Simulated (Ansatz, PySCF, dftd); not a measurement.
Species: C2H4, charge 0, singlet. C2H4 (SMILES C=C).
B3LYP-D3(BJ)/def2-TZVP minimum from Ansatz (an electronic-structure program):
```xyz
6

C     -0.0012    -0.0058     0.6623
C      0.0012     0.0058    -0.6623
H      0.0167     0.9104     1.2401
H     -0.0212    -0.9321     1.2238
H      0.0212     0.9321    -1.2238
H     -0.0167    -0.9104    -1.2401
```

Quantity: enthalpy of formation at 298 K (by atomisation, with ideal-gas terms from PySCF's Hessian at B3LYP-D3(BJ)/def2-TZVP and the atoms' measured values of the G2/97 table; no spin-orbit terms), in kcal/mol. Open shells are spin-unrestricted; no spin-orbit coupling. Cores are frozen in correlated methods. Rows without X2C or -DK are non-relativistic. CBS(X,Y): correlation extrapolated as X^-3, Hartree-Fock from the larger set (Q,5: extrapolated as (X+1)exp(-9√X)). A bracket is a step between two methods taken in the basis named. Functionals run without relativity, which enters their misses. Double hybrids freeze cores in their MP2 part. '+ core + X2C': CCSD(T) terms for core correlation (cc-pwCVTZ) and scalar relativity (cc-pVTZ-DK). Where a partner has so few electrons that a lower coupled-cluster level is exact, that level stands in.

Compared with CCSD(T)/CBS(cc-pVQZ,cc-pV5Z) + [CCSDT(Q) - CCSD(T)]/cc-pVTZ + [CCSDTQ - CCSDT(Q)]/cc-pVDZ + core + X2C (Ansatz): 12.8 kcal/mol.

Costs are rough ratios of core time, to one figure, on one kind of shared machine, summed over the single points of the molecules; atoms, geometries and frequencies are left out. The first row took roughly 3 core seconds; short runs hold start-up time.

| level | program | cost relative to the first row | difference (kcal/mol) |
|---|---|---|---|
| PBE0-D4/def2-TZVPD | Ansatz + dftd4 | 1 | -0.5 |
| B2GP-PLYP-D3(BJ)/def2-TZVPD | Ansatz + dftd3 | 1 | 7.3 |
| B2GP-PLYP/def2-TZVPD | Ansatz | 1 | 8.1 |
| CAM-B3LYP/def2-TZVPD | Ansatz | 1 | -0.3 |
| CCSDT(Q)/cc-pVDZ | Ansatz | 8 | 38.4 |
| CCSDT(Q)/cc-pVTZ | Ansatz | 100 | 12.7 |
| CCSDTQ/cc-pVDZ | Ansatz | 200 | 38.4 |

The dearest row costs roughly 200 times the first. Costs within a factor of two don't rank. The table holds for this case alone.
